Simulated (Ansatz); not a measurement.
## SiH⁻, triplet: reading a ladder of total energies

Geometry: that of the SiH⁻, singlet, kept fixed.

```yaml
atoms:
  - { symbol: Si, position_ang: [0.0000, 0.0000, 0.0000] }
  - { symbol: H, position_ang: [0.0000, 0.0000, 1.5576] }
```

Basis aug-cc-pVTZ; Ansatz 0.2.0. Correlated methods freeze the noble-gas cores, which leaves 6 electrons in 68 orbitals. R marks a restricted (for open shells ROHF) determinant, U an unrestricted one.

Full CI isn't at hand for all of this; UCCSDT(Q) serves as the reference, and is uncertain by about the last step of the cluster series.

Runs differ by some tens of microhartree through their thresholds and, for an open shell, their frozen cores, so steps under 0.03 kcal/mol mean nothing.

| level | total energy (hartree) |
| --- | --- |
| UHF | -289.467110 |
| UMP2 | -289.565905 |
| UCCSD | -289.588203 |
| UCCSD(T) | -289.593446 |
| UCCSDT | -289.594555 |
| UCCSDT(Q) | -289.594776 |

Problem. What is the correlation energy at UCCSDT(Q), and what share of it do UMP2 and UCCSDT recover?

Solution. E(corr) = -289.594776 − (-289.467110) = -0.127666 hartree = -3.474 eV. UMP2: -0.098795 / -0.127666 = 77.39 %. UCCSDT: -0.127445 / -0.127666 = 99.83 %.

Problem. By how many kcal/mol does UCCSD(T) miss UCCSDT(Q) (1 hartree = 627.509 kcal/mol), and which steps make up the rest?

Solution. -289.593446 − (-289.594776) = 0.001330 hartree = 0.83 kcal/mol. Steps: UCCSDT − UCCSD(T) = -0.70, UCCSDT(Q) − UCCSDT = -0.14 kcal/mol. Differences between like states or geometries often cancel part of this.
